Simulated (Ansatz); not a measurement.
in.yaml

```yaml
crystal:
  periodic: [false, false, false]
  atoms:
    - {symbol: B, position_ang: [0.000000, 0.000000, 0.045429]}
    - {symbol: C, position_ang: [0.000000, 0.000000, -1.269571]}
    - {symbol: H, position_ang: [0.000000, 0.000000, 1.224141]}
basis:
  gaussian: {orbitals: def2-SVPD, point_charges: [{charge: -1.00, position_ang: [4.119, -0.839, -0.716]}]}
magnetization: {spin_polarized: true, initial_magnetization: 2}
correlation: {method: bccd, electrons: valence}
scf: {lower_state_search: off}
```

```sh
$ ansatz run in.yaml --threads 1 --pin off --events-out ev --progress --plain --max-ram 2393MiB
```

Question: Roughly how long does this take on 1 thread of Arm Neoverse V1, shared host, and how much host memory?

Answer: 3.7 s wall and 0.16 GiB.

```
these checks for a lower state are left out or cut short: stability, starts, cluster_reference, orbital_swaps, neighbouring_geometries, increment
482 factors; integrals over basis functions are off by at most 1.2e-3 eV
mean field evaluation 1: about -1710.3344 eV, gradient 1.1e1 eV
mean field evaluation 2: about -1710.3390 eV, gradient 1.1e1 eV
mean field evaluation 4: about -1711.3206 eV, gradient 1.3e0 eV
mean field evaluation 8: about -1711.3621 eV, gradient 4.5e-1 eV
mean field -1711.36470001 eV, -62.8914927206 hartree, gradient 5.4e-6 eV, S^2 2.029196; 0 other end points of the search recorded, 0 dependent functions left out
2 core orbitals not correlated: weight in the atoms' cores, before any rotation towards them, 1.000 or more for the frozen orbitals, at most 0.000 for the correlated occupied ones
reference -1711.36470001 eV, -62.8914927206 hartree; 5, 3 occupied and 41, 43 virtual orbitals, 482 factors
second order -3.98017800 eV of doubles, -0.00000000 eV of singles
cycle   1  -4.56138145 eV  change   -5.8e-1 eV  update   6.0e-2
cycle   2  -4.76958429 eV  change   -2.1e-1 eV  update   2.5e-2
cycle   3  -4.78893930 eV  change   -1.9e-2 eV  update   1.3e-2
cycle   4  -4.78643433 eV  change    2.5e-3 eV  update   8.3e-3
cycle   5  -4.78819228 eV  change   -1.8e-3 eV  update   6.6e-3
cycle   6  -4.78854476 eV  change   -3.5e-4 eV  update   5.9e-3
...
cycle  23  -4.84447510 eV  change    1.1e-2 eV  update   4.9e-3
cycle  24  -4.84201691 eV  change    2.5e-3 eV  update   3.7e-4
cycle  25  -4.84263961 eV  change   -6.2e-4 eV  update   8.4e-4
cycle  26  -4.84381073 eV  change   -1.2e-3 eV  update   8.4e-4
cycle  27  -4.84285116 eV  change    9.6e-4 eV  update   3.4e-4
cycle  28  -4.84297439 eV  change   -1.2e-4 eV  update   8.7e-5
cycle  29  -4.84297889 eV  change   -4.5e-6 eV  update   4.7e-5
cycle  30  -4.84301270 eV  change   -3.4e-5 eV  update   2.2e-5
cycle  31  -4.84303428 eV  change   -2.2e-5 eV  update   5.7e-6
cycle  32  -4.84303274 eV  change    1.5e-6 eV  update   2.5e-6
Total energy: -1716.20773275 eV, -63.0694708912 hartree
Checks for a lower state left out: stability, starts, cluster_reference, orbital_swaps, neighbouring_geometries, increment
```
